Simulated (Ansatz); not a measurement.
Input file:

```yaml
crystal:
  periodic: [false, false, false]
  atoms:
    - {symbol: H, position_ang: [-2.743086, 0.000000, -0.000002]}
    - {symbol: H, position_ang: [-1.351086, 0.000000, -0.000001]}
    - {symbol: Si, position_ang: [0.088914, 0.000000, 0.000000]}
    - {symbol: H, position_ang: [0.538887, -1.416253, 0.000001]}
    - {symbol: H, position_ang: [0.538888, 0.708126, -1.226511]}
    - {symbol: H, position_ang: [0.538887, 0.708127, 1.226511]}
basis:
  gaussian: {orbitals: cc-pVTZ}
magnetization: {spin_polarized: true, initial_magnetization: 1}
correlation: {method: ccsdt_q, electrons: outside_noble_gas}
```

```sh
$ ansatz run in.yaml --threads 2 --pin off --events-out ev --progress --plain --max-ram 16896MiB --backend cuda --devices 0, --max-vram 18GiB
```

The program prints:

```
1282 factors; integrals over basis functions are off by at most 2.4e-7 eV
mean field evaluation 1: about -7937.3604 eV, gradient 8.9e0 eV
mean field evaluation 2: about -7937.3658 eV, gradient 8.9e0 eV
mean field evaluation 4: about -7938.7171 eV, gradient 1.0e0 eV
mean field evaluation 8: about -7938.7417 eV, gradient 7.9e-4 eV
mean field evaluation 16: about -7938.7324 eV, gradient 1.7e-1 eV
mean field -7938.74165482 eV, -291.7433747424 hartree, gradient 2.2e-6 eV, S^2 0.755986; 0 other end points of the search recorded, 0 dependent functions left out
5 core orbitals not correlated: weight in the atoms' cores, before any rotation towards them, 1.000 or more for the frozen orbitals, at most 0.000 for the correlated occupied ones
reference -7938.74165482 eV, -291.7433747424 hartree; 5, 4 occupied and 94, 95 virtual orbitals, 1282 factors
second order -4.04491607 eV of doubles, -0.00000000 eV of singles
cycle   1  -4.65618130 eV  change   -6.1e-1 eV  update   6.3e-2
cycle   2  -5.00557414 eV  change   -3.5e-1 eV  update   2.6e-2
cycle   3  -5.03244339 eV  change   -2.7e-2 eV  update   9.9e-3
cycle   4  -5.03345842 eV  change   -1.0e-3 eV  update   4.9e-3
cycle   5  -5.03503537 eV  change   -1.6e-3 eV  update   1.6e-3
cycle   6  -5.03455437 eV  change    4.8e-4 eV  update   9.2e-4
cycle   7  -5.03473574 eV  change   -1.8e-4 eV  update   3.3e-4
cycle   8  -5.03503010 eV  change   -2.9e-4 eV  update   1.1e-4
cycle   9  -5.03500797 eV  change    2.2e-5 eV  update   4.9e-5
cycle  10  -5.03496854 eV  change    3.9e-5 eV  update   2.4e-5
cycle  11  -5.03497385 eV  change   -5.3e-6 eV  update   1.1e-5
cycle  12  -5.03498442 eV  change   -1.1e-5 eV  update   5.3e-6
cycle  13  -5.03498738 eV  change   -3.0e-6 eV  update   1.6e-6
cycle  14  -5.03498626 eV  change    1.1e-6 eV  update   8.1e-7
cycle  15  -5.03498498 eV  change    1.3e-6 eV  update   3.9e-7
cycle  16  -5.03498481 eV  change    1.7e-7 eV  update   1.7e-7
perturbative correction -0.00306765 eV, -0.0001127340 hartree
Total energy: -7943.77970728 eV, -291.9285197554 hartree
```

Ran on 2 threads of AMD EPYC 7R13 with a shared H100 80 GB, shared host: 13 s wall, 0.87 GiB peak host memory.
